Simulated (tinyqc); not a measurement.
UKS/PBE0 in the sto-6g basis, for H2O, spin multiplicity 3, step by step. One step of it, computed by the program tinyqc.

Task: Iteration 2: building the Kohn-Sham matrix. J_ij = sum D_kl (ij|kl) with D = D(alpha) + D(beta), K_ij = sum D_kl (ik|jl) for each spin; F = H + J - 0.25 K(s) + V_xc; E = tr D H + tr D J / 2 - 0.125 sum_s tr D(s) K(s) + E_xc + E_nn.

D(alpha) after iteration 1, order 1O 1s, 1O 2s, 1O 2px, 1O 2py, 1O 2pz, 2H 1s, 3H 1s:
```
[[1.063361, -0.296919, 0.000000, 0.000000, -0.031161, 0.065444, 0.065444],
 [-0.296919, 1.458356, 0.000000, 0.000000, 0.237519, -0.498842, -0.498842],
 [0.000000, 0.000000, 1.000000, 0.000000, 0.000000, 0.000000, 0.000000],
 [0.000000, 0.000000, 0.000000, 0.156595, 0.000000, 0.247432, -0.247432],
 [-0.031161, 0.237519, 0.000000, 0.000000, 1.140367, -0.294801, -0.294801],
 [0.065444, -0.498842, 0.000000, 0.247432, -0.294801, 1.010108, 0.228188],
 [0.065444, -0.498842, 0.000000, -0.247432, -0.294801, 0.228188, 1.010108]]
```

D(beta) after iteration 1, order 1O 1s, 1O 2s, 1O 2px, 1O 2py, 1O 2pz, 2H 1s, 3H 1s:
```
[[1.054905, -0.242042, 0.000000, 0.000000, 0.049984, 0.006690, 0.006690],
 [-0.242042, 1.102240, 0.000000, 0.000000, -0.289057, -0.117569, -0.117569],
 [0.000000, 0.000000, 0.000000, 0.000000, 0.000000, 0.000000, 0.000000],
 [0.000000, 0.000000, 0.000000, 0.284039, 0.000000, 0.284299, -0.284299],
 [0.049984, -0.289057, 0.000000, 0.000000, 0.361737, 0.268974, 0.268974],
 [0.006690, -0.117569, 0.000000, 0.284299, 0.268974, 0.495500, -0.073618],
 [0.006690, -0.117569, 0.000000, -0.284299, 0.268974, -0.073618, 0.495500]]
```

core Hamiltonian H = T + V (hartree), order 1O 1s, 1O 2s, 1O 2px, 1O 2py, 1O 2pz, 2H 1s, 3H 1s:
```
[[-32.896659, -7.270485, 0.000000, 0.000000, -0.017459, -1.275315, -1.275315],
 [-7.270485, -9.117783, 0.000000, 0.000000, -0.201631, -2.939007, -2.939007],
 [0.000000, 0.000000, -7.367933, 0.000000, 0.000000, 0.000000, 0.000000],
 [0.000000, 0.000000, 0.000000, -7.461649, 0.000000, -1.531613, 1.531613],
 [-0.017459, -0.201631, 0.000000, 0.000000, -7.456476, -1.551681, -1.551681],
 [-1.275315, -2.939007, 0.000000, -1.531613, -1.551681, -4.587873, -1.329909],
 [-1.275315, -2.939007, 0.000000, 1.531613, -1.551681, -1.329909, -4.587873]]
```

Two-electron integrals (ij|kl) in chemists' order, unique and non-zero (hartree):
```
(11|11) 4.787491    (21|11) 0.675884    (21|21) 0.121505    (22|11) 1.117379
(22|21) 0.249212    (22|22) 0.817383    (31|31) 0.025762    (32|31) 0.039145
(32|32) 0.180664    (33|11) 1.117381    (33|21) 0.249212    (33|22) 0.817382
(33|33) 0.880663    (41|41) 0.025762    (42|41) 0.039145    (42|42) 0.180664
(43|43) 0.047461    (44|11) 1.117381    (44|21) 0.249212    (44|22) 0.817382
(44|33) 0.785741    (44|44) 0.880663    (51|51) 0.025762    (52|51) 0.039145
(52|52) 0.180664    (53|53) 0.047461    (54|54) 0.047461    (55|11) 1.117381
(55|21) 0.249212    (55|22) 0.817382    (55|33) 0.785741    (55|44) 0.785741
(55|55) 0.880663    (61|11) 0.125386    (61|21) 0.021613    (61|22) 0.043387
(61|33) 0.043295    (61|41) 0.000760    (61|42) 0.001488    (61|44) 0.043437
(61|51) 0.000739    (61|52) 0.001446    (61|54) 0.000139    (61|55) 0.043430
(61|61) 0.003919    (62|11) 0.316072    (62|21) 0.071536    (62|22) 0.261208
(62|33) 0.256794    (62|41) 0.004119    (62|42) 0.030893    (62|44) 0.263602
(62|51) 0.004004    (62|52) 0.030028    (62|54) 0.006617    (62|55) 0.263226
(62|61) 0.012805    (62|62) 0.105581    (63|31) 0.007798    (63|32) 0.044392
(63|43) 0.006317    (63|53) 0.006140    (63|63) 0.014609    (64|11) 0.167535
(64|21) 0.038443    (64|22) 0.149689    (64|33) 0.143032    (64|41) 0.009714
(64|42) 0.060937    (64|44) 0.159439    (64|51) 0.001862    (64|52) 0.016082
(64|54) 0.009807    (64|55) 0.146597    (64|61) 0.007182    (64|62) 0.073546
(64|64) 0.065237    (65|11) 0.162846    (65|21) 0.037367    (65|22) 0.145499
(65|33) 0.139029    (65|41) 0.001862    (65|42) 0.016082    (65|44) 0.142696
(65|51) 0.009608    (65|52) 0.060024    (65|54) 0.009881    (65|55) 0.154774
(65|61) 0.006981    (65|62) 0.071488    (65|64) 0.049211    (65|65) 0.062443
(66|11) 0.472259    (66|21) 0.108874    (66|22) 0.455800    (66|33) 0.437997
(66|41) 0.007824    (66|42) 0.081139    (66|44) 0.465459    (66|51) 0.007605
(66|52) 0.078868    (66|54) 0.026693    (66|55) 0.463943    (66|61) 0.019667
(66|62) 0.237932    (66|64) 0.188983    (66|65) 0.183693    (66|66) 0.774999
(71|11) 0.125386    (71|21) 0.021613    (71|22) 0.043387    (71|33) 0.043295
(71|41) -0.000760   (71|42) -0.001488   (71|44) 0.043437    (71|51) 0.000739
(71|52) 0.001446    (71|54) -0.000139   (71|55) 0.043430    (71|61) 0.003870
(71|62) 0.012442    (71|64) 0.006373    (71|65) 0.006786    (71|66) 0.018926
(71|71) 0.003919    (72|11) 0.316072    (72|21) 0.071536    (72|22) 0.261208
(72|33) 0.256794    (72|41) -0.004119   (72|42) -0.030893   (72|44) 0.263602
(72|51) 0.004004    (72|52) 0.030028    (72|54) -0.006617   (72|55) 0.263226
(72|61) 0.012442    (72|62) 0.087014    (72|64) 0.041725    (72|65) 0.057457
(72|66) 0.161914    (72|71) 0.012805    (72|72) 0.105581    (73|31) 0.007798
(73|32) 0.044392    (73|43) -0.006317   (73|53) 0.006140    (73|63) 0.011708
(73|73) 0.014609    (74|11) -0.167535   (74|21) -0.038443   (74|22) -0.149689
(74|33) -0.143032   (74|41) 0.009714    (74|42) 0.060937    (74|44) -0.159439
(74|51) -0.001862   (74|52) -0.016082   (74|54) 0.009807    (74|55) -0.146597
(74|61) -0.006373   (74|62) -0.041725   (74|64) -0.008759   (74|65) -0.026956
(74|66) -0.069235   (74|71) -0.007182   (74|72) -0.073546   (74|74) 0.065237
(75|11) 0.162846    (75|21) 0.037367    (75|22) 0.145499    (75|33) 0.139029
(75|41) -0.001862   (75|42) -0.016082   (75|44) 0.142696    (75|51) 0.009608
(75|52) 0.060024    (75|54) -0.009881   (75|55) 0.154774    (75|61) 0.006786
(75|62) 0.057457    (75|64) 0.026956    (75|65) 0.049022    (75|66) 0.117078
(75|71) 0.006981    (75|72) 0.071488    (75|74) -0.049211   (75|75) 0.062443
(76|11) 0.129755    (76|21) 0.029729    (76|22) 0.119110    (76|33) 0.116003
(76|44) 0.117833    (76|51) 0.002505    (76|52) 0.022925    (76|55) 0.123494
(76|61) 0.005284    (76|62) 0.049726    (76|64) 0.029882    (76|65) 0.037845
(76|66) 0.121336    (76|71) 0.005284    (76|72) 0.049726    (76|74) -0.029882
(76|75) 0.037845    (76|76) 0.029859    (77|11) 0.472259    (77|21) 0.108874
(77|22) 0.455800    (77|33) 0.437997    (77|41) -0.007824   (77|42) -0.081139
(77|44) 0.465459    (77|51) 0.007605    (77|52) 0.078868    (77|54) -0.026693
(77|55) 0.463943    (77|61) 0.018926    (77|62) 0.161914    (77|64) 0.069235
(77|65) 0.117078    (77|66) 0.331402    (77|71) 0.019667    (77|72) 0.237932
(77|74) -0.188983   (77|75) 0.183693    (77|76) 0.121336    (77|77) 0.774999
```

nuclear repulsion = 8.06095413 hartree

V_xc(alpha) (hartree), order 1O 1s, 1O 2s, 1O 2px, 1O 2py, 1O 2pz, 2H 1s, 3H 1s:
```
[[-2.332570, -0.281348, 0.000000, 0.000000, -0.001433, -0.054399, -0.054399],
 [-0.281348, -0.604890, 0.000000, 0.000000, -0.014560, -0.194615, -0.194615],
 [0.000000, 0.000000, -0.615391, 0.000000, 0.000000, 0.000000, 0.000000],
 [0.000000, 0.000000, 0.000000, -0.573738, 0.000000, -0.112591, 0.112591],
 [-0.001433, -0.014560, 0.000000, 0.000000, -0.625442, -0.118645, -0.118645],
 [-0.054399, -0.194615, 0.000000, -0.112591, -0.118645, -0.415898, -0.089652],
 [-0.054399, -0.194615, 0.000000, 0.112591, -0.118645, -0.089652, -0.415898]]
```

V_xc(beta) (hartree), order 1O 1s, 1O 2s, 1O 2px, 1O 2py, 1O 2pz, 2H 1s, 3H 1s:
```
[[-2.308794, -0.267704, 0.000000, 0.000000, 0.002590, -0.052034, -0.052034],
 [-0.267704, -0.535243, 0.000000, 0.000000, 0.006482, -0.176598, -0.176598],
 [0.000000, 0.000000, -0.495511, 0.000000, 0.000000, 0.000000, 0.000000],
 [0.000000, 0.000000, 0.000000, -0.554119, 0.000000, -0.107901, 0.107901],
 [0.002590, 0.006482, 0.000000, 0.000000, -0.556073, -0.106623, -0.106623],
 [-0.052034, -0.176598, 0.000000, -0.107901, -0.106623, -0.382042, -0.082396],
 [-0.052034, -0.176598, 0.000000, 0.107901, -0.106623, -0.082396, -0.382042]]
```

E_xc = sum of w rho eps_xc = -6.90830599 hartree

Give: Coulomb J; exchange K(alpha); exchange K(beta); F(alpha); F(beta); total energy of this density.

Result:

Coulomb J (hartree), order 1O 1s, 1O 2s, 1O 2px, 1O 2py, 1O 2pz, 2H 1s, 3H 1s:
```
[[16.6205, 2.9170, 0.0000, 0.0000, 0.0139, 0.5244, 0.5244],
 [2.9170, 7.6778, 0.0000, 0.0000, 0.1818, 2.5262, 2.5262],
 [0.0000, 0.0000, 7.6224, 0.0000, 0.0000, 0.0000, 0.0000],
 [0.0000, 0.0000, 0.0000, 7.6703, 0.0000, 1.4613, -1.4613],
 [0.0139, 0.1818, 0.0000, 0.0000, 7.7406, 1.4886, 1.4886],
 [0.5244, 2.5262, 0.0000, 1.4613, 1.4886, 4.8573, 1.2121],
 [0.5244, 2.5262, 0.0000, -1.4613, 1.4886, 1.2121, 4.8573]]
```

exchange K(alpha) (hartree), order 1O 1s, 1O 2s, 1O 2px, 1O 2py, 1O 2pz, 2H 1s, 3H 1s:
```
[[4.9251, 0.7649, 0.0000, 0.0000, 0.0025, 0.1464, 0.1464],
 [0.7649, 1.3339, 0.0000, 0.0000, 0.0497, 0.4593, 0.4593],
 [0.0000, 0.0000, 1.1572, 0.0000, 0.0000, 0.0000, 0.0000],
 [0.0000, 0.0000, 0.0000, 0.6621, 0.0000, 0.2779, -0.2779],
 [0.0025, 0.0497, 0.0000, 0.0000, 1.1853, 0.2539, 0.2539],
 [0.1464, 0.4593, 0.0000, 0.2779, 0.2539, 0.8129, 0.2255],
 [0.1464, 0.4593, 0.0000, -0.2779, 0.2539, 0.2255, 0.8129]]
```

exchange K(beta) (hartree), order 1O 1s, 1O 2s, 1O 2px, 1O 2py, 1O 2pz, 2H 1s, 3H 1s:
```
[[4.8719, 0.7076, 0.0000, 0.0000, 0.0024, 0.1361, 0.1361],
 [0.7076, 1.0635, 0.0000, 0.0000, -0.0656, 0.4051, 0.4051],
 [0.0000, 0.0000, 0.2439, 0.0000, 0.0000, 0.0000, 0.0000],
 [0.0000, 0.0000, 0.0000, 0.7041, 0.0000, 0.2774, -0.2774],
 [0.0024, -0.0656, 0.0000, 0.0000, 0.7439, 0.2738, 0.2738],
 [0.1361, 0.4051, 0.0000, 0.2774, 0.2738, 0.6381, 0.1818],
 [0.1361, 0.4051, 0.0000, -0.2774, 0.2738, 0.1818, 0.6381]]
```

F(alpha) (hartree), order 1O 1s, 1O 2s, 1O 2px, 1O 2py, 1O 2pz, 2H 1s, 3H 1s:
```
[[-19.8400, -4.8260, 0.0000, 0.0000, -0.0056, -0.8419, -0.8419],
 [-4.8260, -2.3784, 0.0000, 0.0000, -0.0468, -0.7223, -0.7223],
 [0.0000, 0.0000, -0.6503, 0.0000, 0.0000, 0.0000, 0.0000],
 [0.0000, 0.0000, 0.0000, -0.5306, 0.0000, -0.2524, 0.2524],
 [-0.0056, -0.0468, 0.0000, 0.0000, -0.6376, -0.2452, -0.2452],
 [-0.8419, -0.7223, 0.0000, -0.2524, -0.2452, -0.3497, -0.2638],
 [-0.8419, -0.7223, 0.0000, 0.2524, -0.2452, -0.2638, -0.3497]]
```

F(beta) (hartree), order 1O 1s, 1O 2s, 1O 2px, 1O 2py, 1O 2pz, 2H 1s, 3H 1s:
```
[[-19.8029, -4.7981, 0.0000, 0.0000, -0.0016, -0.8370, -0.8370],
 [-4.7981, -2.2411, 0.0000, 0.0000, 0.0031, -0.6907, -0.6907],
 [0.0000, 0.0000, -0.3021, 0.0000, 0.0000, 0.0000, 0.0000],
 [0.0000, 0.0000, 0.0000, -0.5215, 0.0000, -0.2476, 0.2476],
 [-0.0016, 0.0031, 0.0000, 0.0000, -0.4579, -0.2382, -0.2382],
 [-0.8370, -0.6907, 0.0000, -0.2476, -0.2382, -0.2721, -0.2456],
 [-0.8370, -0.6907, 0.0000, 0.2476, -0.2382, -0.2456, -0.2721]]
```

total energy of this density = -75.430661 hartree
